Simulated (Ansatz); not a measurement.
Consider the substitution at a C–O bond: `FCOCCCl` + H–F → `FCCCl` + `OCF`.

Isolated molecules relaxed with PBE0-D4/def2-TZVP in Ansatz; ΔE leaves out vibrations. CCSD(T)/CBS is the MP2 limit (def2-TZVPP, def2-QZVPP) plus CCSD(T) − MP2 in def2-TZVPP, frozen cores. This one scheme is used for every species. DFT in def2-TZVPP. One conformer a species, not always the lowest.

`FCOCCCl`:

```xyz
12

F     2.053   -0.885    1.324
C     0.685   -0.832    1.517
O     0.020   -0.796    0.328
C     0.168    0.409   -0.393
C    -0.897    0.483   -1.448
Cl   -2.520    0.697   -0.747
H     0.385   -1.745    2.034
H     0.493    0.063    2.123
H     0.097    1.269    0.286
H     1.150    0.437   -0.882
H    -0.920   -0.433   -2.037
H    -0.714    1.332   -2.105
```

H–F:

Z-matrix (Å, degrees):
```
F
H 1 0.920
```

`FCCCl`:

```xyz
8

F    -1.614   -0.116    0.830
C    -0.727    0.195   -0.181
C     0.658   -0.216    0.254
Cl    1.812    0.175   -1.038
H    -0.774    1.271   -0.367
H    -1.028   -0.341   -1.085
H     0.709   -1.289    0.437
H     0.963    0.321    1.151
```

`OCF`:

Cartesian coordinates in Å:
```
O 0.307 0.226 1.012
C -0.002 0.134 -0.319
F -1.335 -0.176 -0.499
H 0.287 -0.652 1.405
H 0.568 -0.647 -0.837
H 0.175 1.115 -0.763
```

CCSD(T)/CBS gives +0.14 eV.

(1) Another level gave +0.08 eV. Which?
A. CCSD(T)/def2-TZVPP
B. PBE0-D4/def2-TZVPP
C. HF/def2-TZVPP
D. PBE0/def2-TZVPP

Largest T1 diagnostic among the species: 0.011.

Results:

(1) B. PBE0-D4 0.08, PBE0 0.03, CCSD(T)/def2-TZVPP 0.12, HF/def2-TZVPP -0.07 eV.

In def2-TZVPP, CCSD(T) changes the Hartree–Fock value by +0.19 eV (the triples alone add +0.03 eV) and MP2 by +0.25 eV. The D4 term adds +0.09 eV with B3LYP and +0.05 eV with PBE0; it sums over pairs of atoms, weighted by their polarisabilities, and B3LYP, whose exchange is more repulsive, gets the larger term.

B3LYP here is the variant with VWN-RPA as its local correlation; programs differ in this.
